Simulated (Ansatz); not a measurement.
Worked example: vertical ionisation energy of BHO2 (oxoborinic acid)

BHO2: 4 atoms, total charge 0, spin state singlet. SMILES: `O=BO`. The shape is that of a PBE0-D4/def2-TZVP optimisation.

```csv
atom,x (Å),y (Å),z (Å)
O,-1.5551,0.5235,0.4285
B,-0.4239,0.1320,0.2486
O,0.8167,-0.3020,0.1086
H,1.1623,-0.3535,-0.7857
```

Both states at this one shape; open shells run unrestricted unless said. 1 Eh = 27.2114 eV.

```tsv
level	program	singlet BHO2 (Eh)	doublet [BHO2]+ (Eh)
SVWN5/def2-TZVPP	Ansatz	-174.720712	-174.262077
wB97M-V/STO-3G	Ansatz	-173.560307	-173.218074
```

Q: Work out the vertical ionisation energy at each level.

A: 
1. SVWN5/def2-TZVPP: -174.262077 − (-174.720712) = 0.458635 Eh = 12.48 eV.
2. wB97M-V/STO-3G: -173.218074 − (-173.560307) = 0.342233 Eh = 9.31 eV.

No measured value is set beside it here; the levels span 9.31 to 12.48 eV. Minimal sets are far from the basis-set limit.
